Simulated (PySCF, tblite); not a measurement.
## How well do the runs reproduce experiment for hydrogen sulfide?

**Experimental background.**

From NIST CCCBDB Release 22 (SRD 101), experimental dipoles, for the gas: dipole moment (molecular beam, vibrational ground state) 0.977 D.

CRC Handbook of Chemistry and Physics lists, for the gas at 298.15 K: standard entropy 205.8 J/(mol K).

The results are set against them at the end.

Compound: hydrogen sulfide, H₂S.
Atom-mapped SMILES: `[SH2:1]` (hydrogens: H2, H3 on S1)

Structure used (GFN2-xTB), in Å, numbered top down from 1:
```
atom  x, y, z in Å
S1    -0.0291    0.6107   -0.0026
H2    -0.9357   -0.3581   -0.0113
H3     0.9763   -0.2551    0.0014
```

Runs made with PySCF (gas phase, on this GFN2-xTB geometry; no spin–orbit coupling):

```
        level                                      job  basis functions  wall time
PBE0/pcSseg-1  shieldings, charges and field gradients               34      0.9 s
```

Hardware: an Arm Neoverse V2 with one thread, shared host.

GFN2-xTB wavenumbers (cm⁻¹, harmonic, unscaled, at the method's own geometry): 1158, 2476, 2481. Point group C2v, symmetry number 2. Entropy at 298.15 K and 1 bar in J/(mol K): translation 152.8, rotation 52.4, vibration 0.2.

## Comparison

**Dipole moment.** Measured: 0.977 D (NIST CCCBDB Release 22 (SRD 101), experimental dipoles).

| level | computed (D) | computed − measured (D) | % (from the printed values) |
| --- | --- | --- | --- |
| PBE0/pcSseg-1 | 1.468 | +0.491 | +50 |

The computed dipoles belong to one fixed geometry; measured ones are averaged over vibrations unless marked μe. Magnitudes are compared, not signs.

**Standard entropy at 298.15 K.** Measured: 205.8 J/(mol K) (298.15 K; CRC Handbook of Chemistry and Physics).

```
                                        level  computed (J/(mol K))  computed − measured (J/(mol K))  % (from the printed values)
GFN2-xTB, rigid rotor and harmonic oscillator                 205.4                             -0.4                            0
```

Ideal gas at 1 bar, most abundant isotopes; table values of this kind come from calorimetry or from spectroscopic constants.

No measured geometry was used, and the causes of the misses weren't examined.
